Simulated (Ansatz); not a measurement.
**BH2Br: geometry, orbitals and charge**

What does BH2Br look like as a singlet, and where do its frontier electrons sit?

Computed with Ansatz 0.2.0, Gaussian basis. Level: RKS PBE0-D4/def2-TZVP.

Levels to be run: relaxation at r2SCAN-D4/def2-TZVP; a single point at PBE0-D4/def2-TZVP.

**1. Where the work starts**

4 atoms, charge 0, spin multiplicity 1.

Atoms are counted from 1 here; the program's logs count them from 0.

Bond lengths: B1–H2 1.170 Å, B1–H3 1.170 Å, B1–Br4 1.842 Å. Angles: H2–B1–H3 121.9°, H2–B1–Br4 119.1°, H3–B1–Br4 119.1°.

The start is a GFN2-xTB geometry.

**2. Optimising with r2SCAN-D4/def2-TZVP**

File in.yaml:

```yaml
crystal:
  periodic: [false, false, false]
  atoms:
    - {symbol: B, position_ang: [0.091040, 0.150920, -0.000430]}
    - {symbol: H, position_ang: [1.259830, 0.109070, 0.015270]}
    - {symbol: H, position_ang: [-0.490130, 1.165750, -0.019120]}
    - {symbol: Br, position_ang: [-0.860740, -1.425740, 0.004280]}
basis:
  gaussian: {orbitals: def2-TZVP}
hamiltonian: {xc: r2scan, dispersion: d4}
scf: {omitted_lower_state_checks: [starts]}
output: {orbitals: {seedname: orbitals}}
relax: {f_tol: 0.02, max_steps: 100}
```

On the command line:

```sh
$ ansatz run in.yaml --threads 4 --pin off --events-out ev --progress --plain --max-ram 3916MiB
```

After this run come: Single point, PBE0-D4/def2-TZVP.

Q: Predict the results of all the runs planned. Wanted: point group; commonest bond, hydrogen aside; HOMO, LUMO at PBE0-D4/def2-TZVP; dipole at r2SCAN-D4/def2-TZVP.

The runs gave:

| quantity | value |
| --- | --- |
| point group | C2v |
| commonest bond, hydrogen aside | B–Br, 1 of mean length 1.896 Å |
| HOMO, LUMO at PBE0-D4/def2-TZVP | -8.22, -2.01 eV |
| dipole at r2SCAN-D4/def2-TZVP | 0.53 D |

The molecule keeps its bonding pattern by the stored test; the atoms moved 0.03 Å (rms). No usable vibrations, so a minimum isn't proven.
